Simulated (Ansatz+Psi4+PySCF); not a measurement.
doublet CH₂(-): levels of theory in one basis

```xyz
3

C     0.1627    0.0541    0.0317
H    -0.2504   -0.4140   -0.8848
H    -0.7256    0.0892    0.6947
```

Basis set: aug-cc-pVTZ (spherical functions). Correlated methods keep 1 orbital frozen. Correlation on ROHF uses semicanonical orbitals with singles. Charge -1, multiplicity 2.

Computed with Ansatz (development build ahead of 0.2.0) and Psi4 1.11; each method stands on the lowest determinant of its kind that the runs found.

```tsv
method	E − E(ROHF) (eV)	<S²> of the determinant
ROHF	0.00	0.75
UHF	-0.11	0.77
ROHF-MP2	-4.86	–
UHF-MP2	-4.85	0.77
```
